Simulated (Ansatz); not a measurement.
A nudged elastic band was laid between two geometries of BH5O (7 atoms, charge 0, multiplicity 1).

Computed with Ansatz, RKS B3LYP/6-31G*.

```yaml
movable_images: 7
climbing_image: yes
spring: 5.0 eV/Å²
optimiser: quadratic models (default)
start_path: through a guess of the saddle point
force_threshold: 0.05 eV/Å
iteration_limit: 60
end_points: relaxed
```

Image 0:

```xyz
7
Properties=species:S:1:pos:R:3
B -0.016 0.009 0.054
H -0.398 0.487 1.099
H 1.138 0.208 -0.224
H -0.802 0.044 -0.857
O 0.012 -1.690 0.406
H -0.885 -1.936 0.689
H 0.585 -1.810 1.182
```

Image 8:

```xyz
7
Properties=species:S:1:pos:R:3
B -0.034 -0.191 -1.004
H 0.416 -1.245 3.407
H 0.898 0.555 -1.018
H -0.769 -0.330 -1.945
O -0.232 -0.889 0.140
H -1.002 -1.476 0.091
H 0.358 -1.110 2.678
```

**Question.** What changes between the two ends?

**Answer.** Bonds broken: B1–H2, O5–H7. Bonds formed: H2–H7. BH5O becomes BH3O + H2.

**Question.** Give the energies along the band, and the barrier.

**Answer.** It converged. The highest image is number 2 of 0 to 8, 101.9 kJ/mol above the first end and 187.1 kJ/mol above the last; the last end lies 85.2 kJ/mol below the first. Neighbouring images differ by up to 1.5 eV, so the band resolves the path poorly. A vibrational analysis at the climbing image gives one clearly imaginary mode, 1425i cm⁻¹: a first-order saddle point. The orbitals stay closed-shell, which can raise the energy where a bond breaks towards radicals; this wasn't checked here.

| image | path coordinate (Å) | energy (kJ/mol) | B1–H2 (Å) | O5–H7 (Å) | H2–H7 (Å) |
| --- | --- | --- | --- | --- | --- |
| 0 | 0.00 | 0.0 | 1.21 | 0.97 | 2.50 |
| 1 | 0.97 | 3.5 | 1.21 | 0.97 | 2.18 |
| 2 | 1.93 | 101.9 | 1.34 | 1.28 | 1.02 |
| 3 | 2.74 | -38.1 | 2.04 | 2.06 | 0.75 |
| 4 | 3.55 | -77.5 | 2.75 | 2.68 | 0.74 |
| 5 | 4.35 | -82.6 | 3.50 | 2.86 | 0.74 |
| 6 | 5.16 | -84.2 | 3.99 | 2.75 | 0.74 |
| 7 | 5.97 | -84.9 | 4.34 | 2.65 | 0.74 |
| 8 | 6.78 | -85.2 | 4.56 | 2.61 | 0.74 |

**Question.** What is the geometry of the highest image?

**Answer.** 
```xyz
7
Properties=species:S:1:pos:R:3
B 0.072 -0.250 0.011
H -0.063 0.181 1.275
H 1.122 0.166 -0.369
H -0.949 0.034 -0.542
O 0.166 -1.783 0.431
H -0.697 -2.198 0.271
H -0.016 -0.838 1.273
```

Time of the run: 2.2 min on 1 thread of Arm Neoverse V1 (shared host), peak memory 0.088 GiB.
